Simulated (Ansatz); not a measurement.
Geometry optimisation, Ansatz, RKS PBE-D4/def2-SVP.

Input file:

```yaml
crystal:
  periodic: [false, false, false]
  atoms:
    - { symbol: Al, position_ang: [0.041282, -0.454594, -0.438601] }
    - { symbol: H, position_ang: [0.001381, -0.075892, 2.293982] }
    - { symbol: H, position_ang: [1.427616, 0.290656, -0.658513] }
    - { symbol: H, position_ang: [-1.395744, 0.14107, -0.809466] }
    - { symbol: O, position_ang: [0.175184, -2.084987, 0.208889] }
    - { symbol: H, position_ang: [-0.619855, -2.632584, 0.315452] }
    - { symbol: H, position_ang: [0.041436, -0.708769, 1.942257] }
basis:
  gaussian: { orbitals: def2-SVP }
hamiltonian:
  xc: pbe
  dispersion: d4
relax:
  f_tol: 0.03
  max_steps: 50
output:
  orbitals: {}
```

Launched with:

```bash
$ ansatz run input.yaml --threads 1 --pin off --max-ram 2048MiB --backend cpu --events-out ev --progress --plain --runs-dir out
```

**Question.** Where does it end, and by what steps?

**Answer.** The forces met the threshold. The force dipped under the threshold on the way, but the program's further checks kept it going. After 11 steps the energy has fallen by 0.105 eV; H2 moved furthest, 0.40 Å.

```json
{"step": "0", "energy less start (eV)": "0.0000", "largest force component (eV/Å)": "1.712", "accepted": "yes"}
{"step": "1", "energy less start (eV)": "-0.0626", "largest force component (eV/Å)": "0.680", "accepted": "yes"}
{"step": "2", "energy less start (eV)": "-0.0698", "largest force component (eV/Å)": "0.624", "accepted": "yes"}
{"step": "3", "energy less start (eV)": "-0.0882", "largest force component (eV/Å)": "0.232", "accepted": "yes"}
{"step": "4", "energy less start (eV)": "-0.1006", "largest force component (eV/Å)": "0.084", "accepted": "yes"}
{"step": "5", "energy less start (eV)": "-0.0815", "largest force component (eV/Å)": "1.014", "accepted": "no"}
{"step": "6", "energy less start (eV)": "-0.1021", "largest force component (eV/Å)": "0.204", "accepted": "yes"}
{"step": "7", "energy less start (eV)": "-0.1020", "largest force component (eV/Å)": "0.168", "accepted": "no"}
{"step": "8", "energy less start (eV)": "-0.1049", "largest force component (eV/Å)": "0.019", "accepted": "yes"}
{"step": "9", "energy less start (eV)": "-0.1047", "largest force component (eV/Å)": "0.025", "accepted": "yes"}
{"step": "10", "energy less start (eV)": "-0.1049", "largest force component (eV/Å)": "0.087", "accepted": "yes"}
{"step": "11", "energy less start (eV)": "-0.1050", "largest force component (eV/Å)": "0.009", "accepted": "yes"}
```

```xyz
7
Properties=species:S:1:pos:R:3
Al 0.040 -0.535 -0.301
H -0.039 0.225 2.029
H 1.432 0.215 -0.477
H -1.391 0.152 -0.512
O 0.167 -2.233 -0.005
H -0.609 -2.812 0.058
H 0.071 -0.538 2.062
```

Whether the end is a true minimum wasn't checked by a vibrational analysis.

The run took 16 s on 1 thread of AMD EPYC 7R43 64-Core Processor (Zen 3) (shared host), peak memory 0.12 GiB.
